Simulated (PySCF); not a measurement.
**BH4, doublet in 6-31G: errors against full CI**

Geometry: a point of a stretch scan, not a stationary point.

```json
{"atom": "B", "x (Å)": "-0.0493", "y (Å)": "0.0950", "z (Å)": "0.0940"}
{"atom": "H", "x (Å)": "0.3654", "y (Å)": "0.9074", "z (Å)": "0.9047"}
{"atom": "H", "x (Å)": "-0.4736", "y (Å)": "-0.7127", "z (Å)": "0.9045"}
{"atom": "H", "x (Å)": "-0.4621", "y (Å)": "0.9036", "z (Å)": "-0.7214"}
{"atom": "H", "x (Å)": "1.0993", "y (Å)": "-2.1167", "z (Å)": "-2.0965"}
```

Basis 6-31G; PySCF 2.14.0. Only valence electrons are correlated (noble-gas cores frozen), which leaves 7 electrons in 16 orbitals. R marks a restricted (for open shells ROHF) determinant, U an unrestricted one.

Full CI is exact within this basis and frozen core; it isn't the basis-set limit. The frozen core follows each run's orbitals, which can shift R against U totals by a few meV.

```
UHF ⟨S²⟩                          : 0.750
T1 diagnostic (ROHF- or RHF-based CCSD)             : 0.0061
largest doubles amplitude (ROHF- or RHF-based CCSD) : 0.055
T1 diagnostic (UCCSD)             : 0.0060
```

| level | E − E(RHF) (eV) |
| --- | --- |
| UHF | -0.0001 |
| RMP2 | -1.5789 |
| UMP2 | -1.5789 |
| RCCSD | -2.1069 |
| UCCSD | -2.1069 |
| RCCSD(T) | -2.1309 |
| UCCSD(T) | -2.1309 |

Task: Estimate how far full CI in 6-31G lies from RCCSD(T). The table doesn't fix it; the size of (T) and the diagnostics are the guide.

Result: Full CI in 6-31G lies 0.8 kJ/mol below RCCSD(T), which is 33 % of the (T) step (-2.3 kJ/mol). The diagnostics give no warning, yet the rest is a sizeable part of (T).

The other levels:

| level | E − E(full CI) (kJ/mol) | share of correlation (%) | wall time |
| --- | --- | --- | --- |
| RCCSDT | 0.0 | 99.98 | 1.8 s |
| UCCSDT | 0.0 | 99.98 | 1.8 s |

The correlation energy at full CI, counted from RHF, is -2.139 eV. The search over symmetries took 6.8 s on 1 thread of Intel Xeon, shared host; the state has 509,168 determinants.

Times are those of the correlated step on a shared host, with one SCF added for the restricted CCSD run; they ran on 1 thread of Intel Xeon.

The full-CI state has the irrep A' of Cs, in the program's axes.

Natural occupations of full CI about the gap: 1.972 1.967 1.958 1.000 0.035 0.021 0.019 0.009 0.007 0.005; effectively unpaired electrons, Σ n²(2−n)², 1.02.
